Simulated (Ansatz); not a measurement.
## Scan of [H···H···GeH₃], doublet

Starting geometry:

```yaml
atoms:
  - { symbol: H, position_ang: [-2.8225, 0.0000, 0.0000] }
  - { symbol: H, position_ang: [-2.0775, 0.0000, 0.0000] }
  - { symbol: Ge, position_ang: [0.0465, 0.0000, 0.0000] }
  - { symbol: H, position_ang: [0.5152, -1.4659, 0.0000] }
  - { symbol: H, position_ang: [0.5152, 0.7330, -1.2695] }
  - { symbol: H, position_ang: [0.5152, 0.7330, 1.2695] }
```

From there H2 is moved from one fragment to the other while all else, the fragments' distance too, stays fixed; atoms are numbered as listed. Energies are in eV, counted from the starting geometry at the same level. Kohn–Sham curves are unrestricted where that lies lower.

Basis cc-pVDZ; Ansatz 0.2.0. Only valence electrons are correlated (noble-gas cores and the filled d shells of p-block atoms frozen). Prefix R: restricted or restricted open-shell reference. No spin–orbit coupling is included, and no scalar relativity.

In so small a basis the reference is far from its limit while semilocal and hybrid functionals are nearer theirs (RPA and double hybrids share much of the reference's basis error), so the functionals' errors here hold much of the reference's basis and frozen-core error, which can add to them or hide them.

Full CI isn't at hand for all of this; RCCSDTQ serves as the reference, and is uncertain by about the last step of the cluster series.

| distance H1-H2 (Å) | RCCSDTQ | PBE | r2SCAN | PBE0 | B3LYP | wB97M-V | B2PLYP | RPA-PBE |
| --- | --- | --- | --- | --- | --- | --- | --- | --- |
| 0.745 | 0.000 | 0.000 | 0.000 | 0.000 | 0.000 | 0.000 | 0.000 | 0.000 |
| 0.830 | 0.050 | -0.021 | 0.006 | 0.009 | 0.013 | 0.035 | 0.037 | 0.043 |
| 1.000 | 0.382 | 0.203 | 0.261 | 0.272 | 0.285 | 0.355 | 0.342 | 0.369 |
| 1.169 | 0.555 | 0.397 | 0.433 | 0.448 | 0.478 | 0.564 | 0.514 | 0.565 |
| 1.339 | 0.604 | 0.561 | 0.545 | 0.554 | 0.609 | 0.657 | 0.588 | 0.648 |

(1) Judged by the spread of the error over the points with a reference (largest less smallest), which of these follows RCCSDTQ best and which worst?

## Answers

(1) Subtracting the RCCSDTQ column from each: best B2PLYP (errors from -0.042 to 0.000, spread 0.042 eV), worst PBE (from -0.180 to 0.000, spread 0.180 eV). Functionals and wave-function methods converge differently with the basis, so part of this is basis effect.
